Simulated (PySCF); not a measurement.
# Aluminium: a sound run and one with changed settings

Sound run: Al [Ne] 3s2 3p1, Al⁺ [Ne] 3s2. Computed with PySCF 2.14 in cc-pVTZ-DK (5s4p2d1f, 34 functions), with scalar relativity by spin-free X2C-1e. In the sound run the correlated levels freeze [Ne]. The sound run starts from symmetry-adapted Hartree-Fock orbitals and uses a fine grid where one is needed.

Changed run: all electrons correlated in a basis built for the valence shell.

| species | method | sound run (hartree) | changed run (hartree) | converged |
| --- | --- | --- | --- | --- |
| Al | MP2 | -242.35024 | -242.41268 | yes |
| Al | CCSD(T) | -242.36649 | -242.43056 | yes |
| Al⁺ | MP2 | -242.13677 | -242.19939 | yes |
| Al⁺ | CCSD(T) | -242.14850 | -242.21284 | yes |

Ionisation energy of Al:

```tsv
method	sound run (eV)	changed run (eV)
UHF	5.587	5.587
MP2	5.809	5.804
SCS-MP2	5.793	5.788
CCSD	5.901	5.896
CCSD(T)	5.932	5.925
```

A valence basis has no tight correlating functions, so it recovers only part of the core correlation, and not evenly between atom and ion.

For comparison, NIST gives 5.986 eV between the lowest levels.
